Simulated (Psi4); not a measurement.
# [BH3]− (SMILES [BH3-]) at 5 levels

We compute a comparison of 5 runs (UHF/def2-SVP, UB3LYP/6-31G*, OLCCD/cc-pwCVDZ, UMP3/6-311G(2df,2pd)) of [BH3]−. 

The results are computed with Psi4 1.11.

3 further runs of the same task are left out: 1 that didn't finish, 2 set aside as unsound or not needed.

**1. The system as given**

[BH3]− has 4 atoms, charge -1, and is taken as a doublet. SMILES: `[BH3-]`. Geometry: relaxed at GFN2-xTB.

Bond lengths: B1–H2 1.254 Å, B1–H3 1.254 Å, B1–H4 1.254 Å. Angles: H2–B1–H3 111.5°, H2–B1–H4 111.5°, H3–B1–H4 111.5°.

**2. The energy at UHF/def2-SVP (run 1)**

The input, bh3.in:

```
memory 1600 mb

molecule {
  -1 2
  B
  H 1 r2
  H 1 r3 2 a3
  H 1 r4 2 a4 3 d4

  r2 = 1.25351
  r3 = 1.253579
  a3 = 111.51224
  r4 = 1.25401
  a4 = 111.527
  d4 = 125.32625
  symmetry c1
  no_reorient
  no_com
}

set globals {
  basis def2-SVP
  reference uhf
  puream true
  e_convergence 1e-09
  d_convergence 1e-08
  scf_type pk
  maxiter 200
}

E, wfn = energy('scf', return_wfn=True)
oeprop(wfn, 'DIPOLE', 'MAYER_INDICES', 'QUADRUPOLE')
```

Started as:

```
psi4 bh3.in bh3.out -n 1
```

bh3.out:

```text
[...]
  Running in c1 symmetry.
[...]
  Nuclear repulsion =    7.097351901214964
[...]
  Multiplicity = 2
[...]
  Nalpha       = 5
  Nbeta        = 4
[...]
    Number of basis functions: 29
[...]
   @UHF iter   1:   -26.27931579918470   -6.45927e-01   7.75009e-03 DIIS/ADIIS
[...]
   @UHF iter  12:   -26.32640008950998   -9.98313e-13   3.60711e-09 DIIS
[...]
   @S^2 Observed:                7.567619779E-01
[...]
  @UHF Final Energy:   -26.32640008950998
   => Energetics <=
    Nuclear Repulsion Energy =              7.0973519012149637
    One-Electron Energy =                 -50.6456115837850476
    Two-Electron Energy =                  17.2218595930601026
    Total Energy =                        -26.3264000895099812
  UHF NO Occupations:
  HONO-2 :    3  A 1.9992450
  HONO-1 :    4  A 1.9981251
[...]
 Multipole Moments:
 ------------------------------------------------------------------------------------
     Multipole            Electronic (a.u.)      Nuclear  (a.u.)        Total (a.u.)
 ------------------------------------------------------------------------------------
 L = 1.  Multiply by 2.5417464519 to convert [e a0] to [Debye]
 Dipole X            :         -0.6524593            0.7651793            0.1127201
 Dipole Y            :         -0.3366395            0.3953353            0.0586958
 Dipole Z            :         -0.2279857            0.2682677            0.0402820
 Magnitude           :                                                    0.1333178
 L = 2.  Multiply by 1.3450342976 to convert [e a0^2] to [Debye ang]
 Quadrupole XX       :        -13.5380044            2.9035829          -10.6344215
 Quadrupole XY       :          2.5039699           -2.4636410            0.0403289
[...]
```

It took 1.5 s on 1 thread of Intel Xeon Platinum 8488C (Sapphire Rapids), shared host; peak memory 0.19 GiB.

**3. Energy and gradient at UB3LYP/6-31G(d) (spherical functions) (run 2)**

The input, job.json:

```json
{
  "schema_name": "qcschema_input",
  "schema_version": 1,
  "molecule": {
    "schema_name": "qcschema_molecule",
    "schema_version": 2,
    "symbols": ["B", "H", "H", "H"],
    "geometry": [0.2842715, -0.07054348, -0.44181797, 1.73303003, 0.85521445, 1.18767397, -0.52766823, -2.19412321, 0.22372468, -1.48961441, 1.40947113, -0.96958068],
    "molecular_charge": -1,
    "molecular_multiplicity": 2,
    "fix_symmetry": "c1"
  },
  "driver": "gradient",
  "model": {
    "method": "b3lyp",
    "basis": "6-31G*"
  },
  "keywords": {
    "reference": "uks",
    "puream": true,
    "e_convergence": 1e-09,
    "d_convergence": 1e-08,
    "scf_type": "pk",
    "dft_radial_points": 99,
    "dft_spherical_points": 590,
    "maxiter": 200,
    "scf_properties": ["QUADRUPOLE", "LOWDIN_CHARGES", "WIBERG_LOWDIN_INDICES"]
  }
}
```

Started as:

```
psi4 --qcschema job.json -n 1 --memory 1600MB
```

stdout:

```text
[...]
  Running in c1 symmetry.
[...]
  Nuclear repulsion =    7.097351208160921
[...]
  Multiplicity = 2
[...]
  Nalpha       = 5
  Nbeta        = 4
[...]
    Number of basis functions: 20
[...]
   @UKS iter   1:   -26.43505648450967   -3.45445e-01   2.09242e-02 ADIIS/DIIS
[...]
   @UKS iter  10:   -26.57378221891728   -5.32907e-14   1.68366e-09 DIIS
[...]
   @S^2 Observed:                7.523732034E-01
[...]
  @UKS Final Energy:   -26.57378221891728
   => Energetics <=
    Nuclear Repulsion Energy =              7.0973512081609211
    One-Electron Energy =                 -50.9531849698049228
    Two-Electron Energy =                  21.6259473497357604
    DFT Exchange-Correlation Energy =      -4.3438958070090381
    Empirical Dispersion Energy =           0.0000000000000000
    VV10 Nonlocal Energy =                  0.0000000000000000
    Total Energy =                        -26.5737822189172768
[...]
  -Total Gradient:
     Atom            X                  Y                   Z
    ------   -----------------  -----------------  -----------------
       1        0.009937110795    -0.002480497347    -0.015181520778
       2        0.000763822676     0.002624405238     0.007360984647
       3       -0.004242294914    -0.004054815626     0.005237917782
       4       -0.006458734300     0.003910908741     0.002582800248
[...]
```

The result, in JSON:

```text
{
 "driver": "gradient",
 "model": {
  "method": "b3lyp",
  "basis": "6-31G*"
 },
 "success": true,
 "return_result": [0.009937110794597373, -0.0024804973467949, -0.01518152077786701, 0.0007638226763083261, 0.002624405238443553, 0.00736098464745398, -0.004242294913677516, -0.004054815626349739, 0.0052379177817741054, -0.006458734300034741, 0.003910908741434557, 0.002582800248488684],
 "properties": {
  "calcinfo_nbasis": 20,
  "calcinfo_nmo": 20,
  "calcinfo_nalpha": 5,
  "calcinfo_nbeta": 4,
  "calcinfo_natom": 4,
  "nuclear_repulsion_energy": 7.097351208160921,
  "return_energy": -26.573782218917277,
  "return_gradient": [0.009937110794597373, -0.0024804973467949, -0.01518152077786701, 0.0007638226763083261, 0.002624405238443553, 0.00736098464745398, -0.004242294913677516, -0.004054815626349739, 0.0052379177817741054, -0.006458734300034741, 0.003910908741434557, 0.002582800248488684],
  "scf_one_electron_energy": -50.95318496980492,
  "scf_two_electron_energy": 21.62594734973576,
  "scf_xc_energy": -4.343895807009038,
  "scf_dipole_moment": [-0.01925430395355332, 0.004753793165042652, 0.031035240485894455],
  "scf_total_energy": -26.573782218917277,
  "scf_total_gradient": [0.009937110794597373, -0.0024804973467949, -0.01518152077786701, 0.0007638226763083261, 0.002624405238443553, 0.00736098464745398, -0.004242294913677516, -0.004054815626349739, 0.0052379177817741054, -0.006458734300034741, 0.003910908741434557, 0.002582800248488684],
  "scf_iterations": 10
 }
}
```

Wall time 6 s (1 thread of Intel Xeon Platinum 8488C (Sapphire Rapids), shared host); peak memory 0.36 GiB.

Runs 3 to 4 aren't shown in full; the table further down has their settings and results.

**4. The energy at UMP3/6-311G(2df,2pd) (ZORA) (run 5)**

The input, job.json:

```json
{
  "schema_name": "qcschema_input",
  "schema_version": 1,
  "molecule": {
    "schema_name": "qcschema_molecule",
    "schema_version": 2,
    "symbols": ["B", "H", "H", "H"],
    "geometry": [0.2842715, -0.07054348, -0.44181797, 1.73303003, 0.85521445, 1.18767397, -0.52766823, -2.19412321, 0.22372468, -1.48961441, 1.40947113, -0.96958068],
    "molecular_charge": -1,
    "molecular_multiplicity": 2,
    "fix_symmetry": "c1"
  },
  "driver": "energy",
  "model": {
    "method": "mp3",
    "basis": "6-311G(2df,2pd)"
  },
  "keywords": {
    "reference": "uhf",
    "scf_type": "pk",
    "mp_type": "conv",
    "relativistic": "zora"
  }
}
```

Started as:

```
psi4 --qcschema job.json -n 1 --memory 1600MB
```

stdout:

```text
[...]
  Running in c1 symmetry.
[...]
  Nuclear repulsion =    7.097351208160921
[...]
  Multiplicity = 2
[...]
  Nalpha       = 5
  Nbeta        = 4
[...]
    Number of basis functions: 72
[...]
   @UHF iter   1:   -26.31089534701324   -6.52967e-01   3.45209e-03 DIIS/ADIIS
[...]
   @UHF iter  11:   -26.36483111489298   -4.98979e-11   8.89058e-09 DIIS
[...]
   @S^2 Observed:                7.573988170E-01
[...]
  @UHF Final Energy:   -26.36483111489298
   => Energetics <=
    Nuclear Repulsion Energy =              7.0973512081609211
    One-Electron Energy =                 -50.6951401895190585
    Two-Electron Energy =                  17.2329578664651599
    Total Energy =                        -26.3648311148929757
  UHF NO Occupations:
  HONO-2 :    3  A 1.9992582
  HONO-1 :    4  A 1.9977801
[...]
 Multipole Moments:
 ------------------------------------------------------------------------------------
     Multipole            Electronic (a.u.)      Nuclear  (a.u.)        Total (a.u.)
 ------------------------------------------------------------------------------------
 L = 1.  Multiply by 2.5417464519 to convert [e a0] to [Debye]
 Dipole X            :          0.4506778           -0.4837598           -0.0330820
 Dipole Y            :         -0.1118620            0.1200576            0.0081956
 Dipole Z            :         -0.6991132            0.7518775            0.0527642
 Magnitude           :                                                    0.0628144
[...]
	SCS-MP2 Total Energy (a.u.)        :   -26.52720232637782
	SOS-MP2 Total Energy (a.u.)        :   -26.53245734831292
[...]
	SOS-PI-MP2 Total Energy (a.u.)     :   -26.54535167396061
[...]
	MP2 Total Energy (a.u.)            :   -26.51669228250761
[...]
	SCS-MP3 Total Energy (a.u.)        :   -26.53231377347377
[...]
	MP3 Total Energy (a.u.)            :   -26.53713807089141
[...]
```

The result, in JSON:

```text
{
 "driver": "energy",
 "model": {
  "method": "mp3",
  "basis": "6-311G(2df,2pd)"
 },
 "success": true,
 "return_result": -26.53713807089141,
 "properties": {
  "calcinfo_nbasis": 72,
  "calcinfo_nmo": 72,
  "calcinfo_nalpha": 5,
  "calcinfo_nbeta": 4,
  "calcinfo_natom": 4,
  "nuclear_repulsion_energy": 7.097351208160921,
  "return_energy": -26.53713807089141,
  "scf_one_electron_energy": -50.69514018951906,
  "scf_two_electron_energy": 17.23295786646516,
  "scf_dipole_moment": [-0.03308200401298467, 0.008195577284275363, 0.05276423109276873],
  "scf_total_energy": -26.364831114892976,
  "scf_iterations": 11,
  "mp2_same_spin_correlation_energy": -0.022917911137755393,
  "mp2_opposite_spin_correlation_energy": -0.1289432564768803,
  "mp2_singles_energy": 0.0,
  "mp2_doubles_energy": -0.15186116761463567,
  "mp2_correlation_energy": -0.15186116761463708,
  "mp2_total_energy": -26.516692282507613
 }
}
```

It took 13 s on 1 thread of Intel Xeon Platinum 8488C (Sapphire Rapids), shared host; peak memory 0.62 GiB.

**5. The series**

| run | level | task | integration grid | energy (Eh) | HOMO energy (eV) | LUMO energy (eV) | ⟨S²⟩ | wall time |
| --- | --- | --- | --- | --- | --- | --- | --- | --- |
| 1 | UHF/def2-SVP | energy | – | -26.326400 | -0.63 | 10.05 | 0.757 | 1.5 s |
| 2 | UB3LYP/6-31G* (spherical functions) | gradient | 99 radial × 590 angular | -26.573782 | 3.20 | 7.03 | 0.752 | 6 s |
| 3 | OLCCD/cc-pwCVDZ | properties | – | -26.512852 | -0.60 | 10.03 | 0.757 | 4.5 s |
| 4 | UMP3/6-311G(2df,2pd) | energy | – | -26.527042 | -0.76 | 9.90 | 0.757 | 6.3 s |
| 5 | UMP3/6-311G(2df,2pd) (ZORA) | energy | – | -26.537138 | -0.76 | 9.90 | 0.757 | 13 s |

**6. Summary of results**

| quantity | value |
| --- | --- |
| run 5: total energy | -26.53714 Eh |
| run 5: HOMO energy (Hartree–Fock orbitals) (highest over α and β) | -0.76 eV |
| run 5: LUMO energy (Hartree–Fock orbitals) (lowest over α and β) | 9.90 eV |
| run 5: correlation energy | -172.3 mEh |
| run 5: ⟨S²⟩ of the reference determinant | 0.757 |

What this shows: In run 2 the HOMO lies above zero, so the outermost electron may be held by the basis alone. All runs together took 32 s, the longest 13 s.
